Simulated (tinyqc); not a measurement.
Worked calculation: CCSD on RHF in the sto-6g basis, frozen core, for LiH, spin multiplicity 1. Computed by tinyqc, a small Python program that keeps every step (integrals from PySCF). Settings: charge = 0, multiplicity = 1, basis = sto-6g, method = RHF, frozen orbitals = 1, energy threshold = 1e-10, iteration cap = 78, orthogonalisation = symmetric, start = atomic densities, DIIS depth = 6, amplitude equations = CCSD, DIIS depth for amplitudes = 0, cap on updates = 62. Command: `OMP_NUM_THREADS=1 python tinyqc.py 26427 26428 out.jsonl` (the two numbers bound the seeds that draw the settings). One thread of a shared host (Intel(R) Xeon(R) Processor @ 2.60GHz), about 0.3 s of CPU time with the checks. The early iterations of the SCF are left out here.

## One-electron integrals

Geometry (angstrom):
```
atom         x         y         z
Li    0.000000  0.000000  0.000000
H     0.000000  0.000000  2.003000
```

Basis sto-6g: exponents (1/bohr^2) and contraction coefficients of normalised primitives:
```
element  l (shell)    exponent  coefficient
Li           s (1)  167.175846     0.009164
Li           s (1)   30.651508     0.049361
Li           s (1)    8.575187     0.168538
Li           s (1)    2.945808     0.370563
Li           s (1)    1.143944     0.416492
Li           s (1)    0.471139     0.130334
Li           s (2)    6.597564    -0.013253
Li           s (2)    1.305830    -0.046992
Li           s (2)    0.405851    -0.033785
Li           s (2)    0.156146     0.250242
Li           s (2)    0.067814     0.595117
Li           s (2)    0.031084     0.240706
Li           p (3)    6.597564     0.003760
Li           p (3)    1.305830     0.037679
Li           p (3)    0.405851     0.173897
Li           p (3)    0.156146     0.418036
Li           p (3)    0.067814     0.425860
Li           p (3)    0.031084     0.101708
H            s (1)   35.523221     0.009164
H            s (1)    6.513144     0.049361
H            s (1)    1.822143     0.168538
H            s (1)    0.625955     0.370563
H            s (1)    0.243077     0.416492
H            s (1)    0.100112     0.130334
```

Overlap, kinetic and nuclear-attraction integrals over the contracted functions; the nuclear repulsion is the sum of Za Zb / Rab.

nuclear repulsion = 0.79257695 hartree

overlap S, order 1Li 1s, 1Li 2s, 1Li 2px, 1Li 2py, 1Li 2pz, 2H 1s:
```
[[1.000000, 0.235742, 0.000000, 0.000000, 0.000000, 0.028452],
 [0.235742, 1.000000, 0.000000, 0.000000, 0.000000, 0.300898],
 [0.000000, 0.000000, 1.000000, 0.000000, 0.000000, 0.000000],
 [0.000000, 0.000000, 0.000000, 1.000000, 0.000000, 0.000000],
 [0.000000, 0.000000, 0.000000, 0.000000, 1.000000, 0.419325],
 [0.028452, 0.300898, 0.000000, 0.000000, 0.419325, 1.000000]]
```

kinetic energy T (hartree), order 1Li 1s, 1Li 2s, 1Li 2px, 1Li 2py, 1Li 2pz, 2H 1s:
```
[[3.616742, -0.110723, 0.000000, 0.000000, 0.000000, -0.010173],
 [-0.110723, 0.106524, 0.000000, 0.000000, 0.000000, 0.019953],
 [0.000000, 0.000000, 0.320007, 0.000000, 0.000000, 0.000000],
 [0.000000, 0.000000, 0.000000, 0.320007, 0.000000, 0.000000],
 [0.000000, 0.000000, 0.000000, 0.000000, 0.320007, 0.070228],
 [-0.010173, 0.019953, 0.000000, 0.000000, 0.070228, 0.768522]]
```

nuclear attraction V (hartree), order 1Li 1s, 1Li 2s, 1Li 2px, 1Li 2py, 1Li 2pz, 2H 1s:
```
[[-8.331337, -0.890642, 0.000000, 0.000000, -0.010860, -0.113303],
 [-0.890642, -1.449400, 0.000000, 0.000000, -0.098682, -0.494974],
 [0.000000, 0.000000, -1.423856, 0.000000, 0.000000, 0.000000],
 [0.000000, 0.000000, 0.000000, -1.423856, 0.000000, 0.000000],
 [-0.010860, -0.098682, 0.000000, 0.000000, -1.500336, -0.699756],
 [-0.113303, -0.494974, 0.000000, 0.000000, -0.699756, -2.031760]]
```

core Hamiltonian H = T + V (hartree), order 1Li 1s, 1Li 2s, 1Li 2px, 1Li 2py, 1Li 2pz, 2H 1s:
```
[[-4.714594, -1.001365, 0.000000, 0.000000, -0.010860, -0.123476],
 [-1.001365, -1.342877, 0.000000, 0.000000, -0.098682, -0.475021],
 [0.000000, 0.000000, -1.103849, 0.000000, 0.000000, 0.000000],
 [0.000000, 0.000000, 0.000000, -1.103849, 0.000000, 0.000000],
 [-0.010860, -0.098682, 0.000000, 0.000000, -1.180329, -0.629528],
 [-0.123476, -0.475021, 0.000000, 0.000000, -0.629528, -1.263238]]
```

## Two-electron integrals

Functions are numbered as in S; the eight-fold symmetry (ij|kl) = (ji|kl) = (kl|ij) leaves the list below.

Two-electron integrals (ij|kl) in chemists' order, unique and non-zero (hartree):
```
(11|11) 1.681247   (21|11) 0.242603   (21|21) 0.044507   (22|11) 0.397190
(22|21) 0.090279   (22|22) 0.290625   (31|31) 0.009437   (32|31) 0.014261
(32|32) 0.064236   (33|11) 0.397190   (33|21) 0.090279   (33|22) 0.290625
(33|33) 0.313125   (41|41) 0.009437   (42|41) 0.014261   (42|42) 0.064236
(43|43) 0.016875   (44|11) 0.397190   (44|21) 0.090279   (44|22) 0.290625
(44|33) 0.279374   (44|44) 0.313125   (51|51) 0.009437   (52|51) 0.014261
(52|52) 0.064236   (53|53) 0.016875   (54|54) 0.016875   (55|11) 0.397190
(55|21) 0.090279   (55|22) 0.290625   (55|33) 0.279374   (55|44) 0.279374
(55|55) 0.313125   (61|11) 0.028805   (61|21) 0.005199   (61|22) 0.010748
(61|33) 0.010593   (61|44) 0.010593   (61|51) 0.000699   (61|52) 0.001453
(61|55) 0.011057   (61|61) 0.000674   (62|11) 0.097086   (62|21) 0.022511
(62|22) 0.080362   (62|33) 0.075883   (62|44) 0.075883   (62|51) 0.003734
(62|52) 0.024688   (62|55) 0.089322   (62|61) 0.003233   (62|62) 0.041159
(63|31) 0.001571   (63|32) 0.007942   (63|53) 0.003419   (63|63) 0.002387
(64|41) 0.001571   (64|42) 0.007942   (64|54) 0.003419   (64|64) 0.002387
(65|11) 0.127584   (65|21) 0.029813   (65|22) 0.109534   (65|33) 0.102011
(65|44) 0.102011   (65|51) 0.005809   (65|52) 0.038260   (65|55) 0.124580
(65|61) 0.004430   (65|62) 0.060929   (65|65) 0.090994   (66|11) 0.264008
(66|21) 0.062151   (66|22) 0.244252   (66|33) 0.223264   (66|44) 0.223264
(66|51) 0.010682   (66|52) 0.090224   (66|55) 0.286228   (66|61) 0.009266
(66|62) 0.162704   (66|65) 0.248363   (66|66) 0.774999
```

## Orthogonalisation

S = U s U^T; symmetric (Loewdin) form X = U s^(-1/2) U^T, so that X^T S X = 1.

eigenvalues of S: [0.470598, 0.807916, 1.000000, 1.000000, 1.176242, 1.545244]

X, order 1Li 1s, 1Li 2s, 1Li 2px, 1Li 2py, 1Li 2pz, 2H 1s:
```
[[1.022329, -0.126989, 0.000000, 0.000000, -0.006554, 0.016835],
 [-0.126989, 1.066292, 0.000000, 0.000000, 0.060645, -0.186209],
 [0.000000, 0.000000, 1.000000, 0.000000, 0.000000, 0.000000],
 [0.000000, 0.000000, 0.000000, 1.000000, 0.000000, 0.000000],
 [-0.006554, 0.060645, 0.000000, 0.000000, 1.082535, -0.254362],
 [0.016835, -0.186209, 0.000000, 0.000000, -0.254362, 1.125608]]
```

## Iteration 8 (converged): orbitals

converged F (hartree), order 1Li 1s, 1Li 2s, 1Li 2px, 1Li 2py, 1Li 2pz, 2H 1s:
```
[[-2.399524, -0.619395, 0.000000, 0.000000, 0.013663, -0.076440],
 [-0.619395, -0.195286, 0.000000, 0.000000, -0.073367, -0.213074],
 [0.000000, 0.000000, 0.160397, 0.000000, 0.000000, 0.000000],
 [0.000000, 0.000000, 0.000000, 0.160397, 0.000000, 0.000000],
 [0.013663, -0.073367, 0.000000, 0.000000, 0.039944, -0.207397],
 [-0.076440, -0.213074, 0.000000, 0.000000, -0.207397, -0.096243]]
```

Diagonalise F' = X^T F X, C = X C', fill 2 alpha and 2 beta electrons from the bottom; D = 2 C_occ C_occ^T. Each column has its largest component positive (the first on a tie).

F' = X^T F X (hartree):
```
[[-2.352209, -0.339623, 0.000000, 0.000000, 0.012688, 0.011107],
 [-0.339623, -0.020197, 0.000000, 0.000000, 0.008336, -0.217062],
 [0.000000, 0.000000, 0.160397, 0.000000, 0.000000, 0.000000],
 [0.000000, 0.000000, 0.000000, 0.160397, 0.000000, 0.000000],
 [0.012688, 0.008336, 0.000000, 0.000000, 0.150961, -0.256048],
 [0.011107, -0.217062, 0.000000, 0.000000, -0.256048, 0.075193]]
```

orbital energies (hartree): [-2.400875, -0.250173, 0.073106, 0.160397, 0.160397, 0.431690]

coefficients C, order 1Li 1s, 1Li 2s, 1Li 2px, 1Li 2py, 1Li 2pz, 2H 1s:
```
[[0.994078, -0.141237, -0.203843, 0.000000, 0.000000, 0.109171],
 [0.023938, 0.477297, 0.800447, 0.000000, 0.000000, -0.567762],
 [0.000000, 0.000000, 0.000000, 0.996220, -0.086862, 0.000000],
 [0.000000, 0.000000, 0.000000, 0.086862, 0.996220, 0.000000],
 [-0.004807, 0.334522, -0.598699, 0.000000, 0.000000, -0.877459],
 [-0.000117, 0.586410, -0.174995, 0.000000, 0.000000, 0.996067]]
```

D after iteration 8, order 1Li 1s, 1Li 2s, 1Li 2px, 1Li 2py, 1Li 2pz, 2H 1s:
```
[[2.016280, -0.087231, 0.000000, 0.000000, -0.104050, -0.165877],
 [-0.087231, 0.456771, 0.000000, 0.000000, 0.319103, 0.559779],
 [0.000000, 0.000000, 0.000000, 0.000000, 0.000000, 0.000000],
 [0.000000, 0.000000, 0.000000, 0.000000, 0.000000, 0.000000],
 [-0.104050, 0.319103, 0.000000, 0.000000, 0.223857, 0.392336],
 [-0.165877, 0.559779, 0.000000, 0.000000, 0.392336, 0.687754]]
```

Within a degenerate level the vectors are fixed only up to a rotation; this is one choice.

## Convergence

Stop when the energy changes by less than 1e-10 hartree and every element of the error matrix X^T (F D S - S D F) X is below 3e-06.

Course of the cycle:
```
iteration  E (hartree)     change  largest element of the error matrix
1          -7.72975595          -                             1.09e-01
2          -7.90904822  -1.79e-01                             8.11e-02
3          -7.91817081  -9.12e-03                             3.01e-02
4          -7.91986382  -1.69e-03                             5.63e-03
5          -7.92006386  -2.00e-04                             7.25e-04
6          -7.92006664  -2.78e-06                             5.07e-05
7          -7.92006665  -1.30e-08                             6.66e-07
8          -7.92006665  -3.22e-12                             5.76e-08
```

PySCF RHF in the same basis = -7.92006665 hartree

Converged in 8 iterations.

## Integrals over molecular orbitals

(pq|rs) = sum C_ip C_jq C_kr C_ls (ij|kl), one index at a time.

one-electron integrals over orbitals h = C^T H C (hartree):
```
[[-4.707222, 0.095832, 0.165468, 0.000000, 0.000000, -0.055063],
 [0.095832, -1.354374, 0.015759, 0.000000, 0.000000, 0.027001],
 [0.165468, 0.015759, -1.107001, 0.000000, 0.000000, 0.026718],
 [0.000000, 0.000000, 0.000000, -1.103849, 0.000000, 0.000000],
 [0.000000, 0.000000, 0.000000, 0.000000, -1.103849, 0.000000],
 [-0.055063, 0.027001, 0.026718, 0.000000, 0.000000, -1.012429]]
```

Two-electron integrals over orbitals (pq|rs), unique and non-zero (hartree); the lowest 1 orbital is frozen and left out:
```
(22|22) 0.463012    (32|22) -0.054490   (32|32) 0.017378    (33|22) 0.213356
(33|32) 0.012443    (33|33) 0.333112    (42|42) 0.021135    (43|42) 0.019704
(43|43) 0.041621    (44|22) 0.250744    (44|32) 0.011105    (44|33) 0.281100
(44|44) 0.313125    (52|52) 0.021135    (53|52) 0.019704    (53|53) 0.041621
(54|54) 0.016875    (55|22) 0.250744    (55|32) 0.011105    (55|33) 0.281100
(55|44) 0.279374    (55|55) 0.313125    (62|22) 0.113460    (62|32) -0.040108
(62|33) -0.019850   (62|44) -0.033032   (62|55) -0.033032   (62|62) 0.130517
(63|22) -0.054225   (63|32) 0.013461    (63|33) 0.036170    (63|44) 0.005786
(63|55) 0.005786    (63|62) -0.035597   (63|63) 0.027961    (64|42) -0.018834
(64|43) -0.012799   (64|64) 0.019795    (65|52) -0.018834   (65|53) -0.012799
(65|65) 0.019795    (66|22) 0.434256    (66|32) -0.045764   (66|33) 0.238507
(66|44) 0.261997    (66|55) 0.261997    (66|62) 0.107496    (66|63) -0.044522
(66|66) 0.431192
```

## CCSD: starting amplitudes

t_ij^ab = <ij||ab> / (e_i + e_j - e_a - e_b), whose energy is MP2.

Starting amplitudes (spin orbitals 1a, 1b, ...; amplitudes related by a flip of all spins are not repeated):
```
from      to          t
2a 2b  6a 6b  -0.095706
2a 2b  3a 6b   0.039903
2a 2b  3a 3b  -0.026878
2a 2b  5a 5b  -0.025739
2a 2b  4a 4b  -0.025739
```

correlation energy = -0.01724725 hartree

## CCSD: amplitude update 1

t_i^a D_i^a and t_ij^ab D_ij^ab are set to the remaining terms of the spin-orbital equations, evaluated with the old amplitudes; for the doubles these are <ij||ab> + 1/2 <ab||ef> t_ij^ef + 1/2 <mn||ij> t_mn^ab + P(ij)P(ab) <mb||ej> t_im^ae + terms in t^2 + terms with t1, D the orbital-energy denominators.

Amplitudes after update 1 (spin orbitals 1a, 1b, ...; amplitudes related by a flip of all spins are not repeated):
```
from      to          t
2a 2b  6a 6b  -0.135421
2a 2b  3a 6b   0.060214
2a 2b  3a 3b  -0.032546
2a 2b  5a 5b  -0.025541
2a 2b  4a 4b  -0.025541
2a        3a   0.012957
2a        6a  -0.000156
```

correlation energy = -0.02414703 hartree

## CCSD: amplitude update 2

As before.

Amplitudes after update 2 (spin orbitals 1a, 1b, ...; amplitudes related by a flip of all spins are not repeated):
```
from      to          t
2a 2b  6a 6b  -0.151104
2a 2b  3a 6b   0.070947
2a 2b  3a 3b  -0.040098
2a 2b  5a 5b  -0.024050
2a 2b  4a 4b  -0.024050
2a        3a   0.023406
2a        6a   0.000876
```

correlation energy = -0.02711820 hartree

## CCSD: convergence

E_corr = 1/4 sum <ij||ab> t_ij^ab + 1/2 sum <ij||ab> t_i^a t_j^b; stop when the norm of the change is below 1e-8.

Course of the amplitude iterations:
```
update  correlation energy (hartree)  norm of the change
0                        -0.01724725                   -
1                        -0.02414703            1.00e-01
2                        -0.02711820            4.87e-02
3                        -0.02843721            2.71e-02
4                        -0.02906101            1.74e-02
5                        -0.02937955            1.23e-02
6                        -0.02955755            9.03e-03
7                        -0.02966617            6.74e-03
8                        -0.02973749            5.06e-03
9                        -0.02978686            3.80e-03
10                       -0.02982225            2.86e-03
11                       -0.02984815            2.15e-03
12                       -0.02986734            1.62e-03
13                       -0.02988165            1.22e-03
...                              ...                 ...
42                       -0.02992475            3.17e-07
43                       -0.02992475            2.39e-07
44                       -0.02992476            1.80e-07
45                       -0.02992476            1.35e-07
46                       -0.02992476            1.02e-07
47                       -0.02992476            7.64e-08
48                       -0.02992476            5.75e-08
49                       -0.02992476            4.32e-08
50                       -0.02992476            3.25e-08
51                       -0.02992476            2.45e-08
52                       -0.02992476            1.84e-08
53                       -0.02992476            1.38e-08
54                       -0.02992476            1.04e-08
55                       -0.02992476            7.83e-09
```

Converged amplitudes (spin orbitals 1a, 1b, ...; amplitudes related by a flip of all spins are not repeated):
```
from      to          t
2a 2b  6a 6b  -0.157786
2a 2b  3a 6b   0.091496
2a 2b  3a 3b  -0.062197
2a        3a   0.059264
2a 2b  5a 5b  -0.022454
2a 2b  4a 4b  -0.022454
2a        6a   0.005591
```

CCSD total energy = -7.94999142 hartree

T1 diagnostic, norm of the one-spin t1 over sqrt(correlated electrons) = 0.042092

Converged in 55 updates.
